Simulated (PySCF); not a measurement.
Unrelated species, one level of theory. The calculation used TDDFT PBE0/def2-SVPD, vertical, gas phase, core orbitals frozen in the response in PySCF. Geometries: PBE0-D3(BJ)/def2-SVP; one conformer of each isolated species. Triplets are in the Tamm–Dancoff approximation. 'Strongest' means the level of largest summed f among the lowest 10 singlets; it needn't be the same kind of state in each. Atoms past krypton carry core potentials; spin–orbit coupling is left out.

Problem. Rank by computed HOMO energy, highest first.
A. `[SiH3][SiH2][SiH]([SiH3])[SiH3]`
B. `[C-]#[S+]`
C. `[SiH3][CH2][Ga]1[CH2]CC[CH2]1`
D. `[PH3]->[Au][Cl]`

Solution. C (-6.75 eV), D (-7.45 eV), A (-7.71 eV), B (-8.98 eV).

```json
{"SMILES": "[SiH3][CH2][Ga]1[CH2]CC[CH2]1", "HOMO (eV)": "-6.75", "LUMO (eV)": "-0.79", "f (S1)": "0.000", "strongest (eV)": "6.31", "f (strongest)": "0.09", "first f ≥ 0.01 (nm)": "222", "S1 mainly": "H→L (99%)"}
{"SMILES": "[PH3]->[Au][Cl]", "HOMO (eV)": "-7.45", "LUMO (eV)": "-0.86", "f (S1)": "0.000", "strongest (eV)": "6.09", "f (strongest)": "0.11", "first f ≥ 0.01 (nm)": "213", "S1 mainly": "H-1/H→L/L+1 (97%)"}
{"SMILES": "[SiH3][SiH2][SiH]([SiH3])[SiH3]", "HOMO (eV)": "-7.71", "LUMO (eV)": "-0.50", "f (S1)": "0.036", "strongest (eV)": "6.74", "f (strongest)": "0.24", "first f ≥ 0.01 (nm)": "199", "S1 mainly": "H→L+1 (52%)"}
{"SMILES": "[C-]#[S+]", "HOMO (eV)": "-8.98", "LUMO (eV)": "-2.42", "f (S1)": "0.006", "strongest (eV)": "9.35", "f (strongest)": "0.63", "first f ≥ 0.01 (nm)": "149", "S1 mainly": "H→L/L+1 (99%)"}
```

H and L stand for HOMO and LUMO. A slash joins orbitals within 0.01 eV of each other, whose weights are summed (≥ marks a lower bound).
